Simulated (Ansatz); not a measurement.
Molecule: acetylene, C$_{2}$H$_{2}$ (charge 0, singlet). SMILES: C#C
Geometry from a B3LYP-D3(BJ)/def2-TZVP (Ansatz, a program for electronic structure) optimisation:
```xyz
4

C      0.0000     0.0000    -0.5984
C      0.0000     0.0000     0.5984
H      0.0000     0.0000     1.6611
H      0.0000     0.0000    -1.6611
```
Charge 0, spin multiplicity 1.

Task: Give the harmonic wavenumbers at B3LYP-D3(BJ)/def2-TZVP (Ansatz, finite differences of forces, unscaled).

Result: 620, 620, 764, 764, 2072, 3418, 3516 cm⁻¹. Zero-point energy 16.8 kcal/mol.

Task: From these and the geometry, give the ideal-gas thermochemistry at 298.15 K and 1 atm (rigid rotor, harmonic oscillator).

Result: Point group D∞h, rotational symmetry number 2. Rotational constants 35.68, 35.68 GHz. S(trans) 35.71, S(rot) 10.86, S(vib) 1.31, S(elec, spin only) 0.00, S 47.9 cal/(mol K). H(298) - H(0) 2.37 kcal/mol; G - E(el) 4.9 kcal/mol. Tabulated S at 1 bar: 48.0 cal/(mol K) (CRC Handbook, as tabulated in the package chemicals).
